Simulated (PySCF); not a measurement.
# 2-butynal (SMILES C(#CC)C=O)

Geometry:
```tsv
atom	x (Å)	y (Å)	z (Å)
C1	-1.818	-0.131	-0.085
C2	-0.383	-0.108	-0.250
C3	0.815	-0.106	-0.384
C4	2.241	-0.034	-0.555
O5	2.980	-0.984	-0.517
H6	-2.090	0.256	0.901
H7	-2.208	-1.147	-0.173
H8	-2.304	0.496	-0.836
H9	2.628	0.989	-0.729
```

Level of theory: quadratic response CAM-B3LYP/aug-cc-pVTZ first hyperpolarisability, Taylor convention, gas phase in PySCF. Geometry: PBE0-D3(BJ)/def2-TZVP.

(1) Give the tensor of the second harmonic β(−2ω;ω,ω) at 1907 nm in the axes of these coordinates.

## Answers

(1) In au, Taylor convention; rows are the first index (the induced dipole):
|  | xx | yy | zz | xy | xz | yz |
| --- | --- | --- | --- | --- | --- | --- |
| x | -256.3 | -4.1 | +5.3 | -4.1 | +35.5 | +0.7 |
| y | -3.3 | -51.5 | -14.2 | -4.0 | +0.6 | +7.0 |
| z | +35.5 | +7.0 | -1.2 | +0.7 | +5.3 | -14.3 |

Norm of βᵢ = ⅓ Σⱼ (βᵢⱼⱼ + βⱼᵢⱼ + βⱼⱼᵢ): 267.6 au, hyper-Rayleigh value 111.4 au.
